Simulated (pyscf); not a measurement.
Routes from F–BH–Cl (SMILES FBCl) + H₂ (SMILES [H][H])

Candidate steps break at most two bonds and form at most two. Each was searched with GFN2-xTB (tblite) first. Structures and frequencies: ωB97X-D3(BJ)/def2-SVP in PySCF. Energies: ωB97M-D3(BJ)/def2-TZVP, eV, from the separated reactants, singlet surface; ΔG‡ with ideal gas, 1 atm, RRHO with modes under 100 cm⁻¹ raised to 100, one conformer, R ln 2 for chiral ones without a mode under 150 cm⁻¹.

```csv
products,type,ΔE‡,ΔE,ΔG‡ 298 K,ΔG‡ 900 K,ν‡ (cm⁻¹)
H₂B–F + HCl,four-centre exchange,1.55,+0.84,1.97,2.75,982i
H₂B–Cl + HF,four-centre exchange,2.01,+1.39,2.45,3.23,1217i
```

Plain bond fissions and candidates not yet searched are not listed, and one of them may be faster. Each barrier is that of the saddle found; lower ones may exist.
